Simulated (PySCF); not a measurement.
# Accurate constants of NH+, step by step

An exercise on one series of results from a longer session: the logs are not shown, and one member is left open.

Computed with PySCF 2.14.0. Level: CCSD(T) on ROHF, no relativity in the base curves; scalar relativity is added as a correction.

The first run:

* molecule: NH+
* state: quartet, unpaired electrons σ ↑, π ↑↑
* smaller basis: H aug-cc-pVTZ, N aug-cc-pVTZ
* larger basis: H aug-cc-pVQZ, N aug-cc-pVQZ
* frozen core orbitals: 1
* extrapolation: correlation as n⁻³ (n = 3, 4), Hartree–Fock as (n+1)·exp(−9√n)
* corrections: core–valence correlation, scalar relativity
* distances (Å): 0.9722, 1.0164, 1.0606, 1.1048, 1.1490, 1.2042, 1.2594
* masses (u): 1.0078, 14.0031
* dissociation limit: H+ + N

Command:

```
OMP_NUM_THREADS=4 python comp.py task.json out
```

Among the steps run: Coupled cluster at each distance.

One of the session's tables, all rows but one given; the rest of the session is left out.

```
                   level  Re (Å)  ωe (cm⁻¹)  ωexe (cm⁻¹)  αe (cm⁻¹)  De (eV)
CCSD(T)/aug-cc-pVTZ(-PP)       ?          ?            ?          ?        ?
CCSD(T)/aug-cc-pVQZ(-PP)  1.0927     2715.3         84.9      0.746    3.664
                  HF/CBS  1.0612     3007.2         89.5      0.730    3.919
                 MP2/CBS  1.0850     2757.0         91.7      0.779    3.652
                CCSD/CBS  1.0895     2740.2         86.3      0.750    3.670
             CCSD(T)/CBS  1.0922     2714.7         85.9      0.752    3.657
          CCSD(T)/CBS+CV  1.0911     2720.8         86.0      0.753    3.656
       CCSD(T)/CBS+CV+SR  1.0914     2717.2         86.0      0.754    3.652
```

Q: Estimate the row for CCSD(T)/aug-cc-pVTZ(-PP) from the others.

As computed: Re (Å): 1.0941; ωe (cm⁻¹): 2712.2; ωexe (cm⁻¹): 83.3; αe (cm⁻¹): 0.737; De (eV): 3.663. In the column «Re (Å)» it is the highest.

**Reading.** The last step gives Re = 1.0914 Å, ωe = 2717.2 cm⁻¹ and De = 3.652 eV; the smaller basis alone is off from it by +2.8 mÅ and +0.01 eV. Near the minimum the mean field binds by 3.89 eV and correlation adds -0.24 eV of binding. T1 is 0.019. Spin–orbit coupling and excitations beyond (T) are left out.
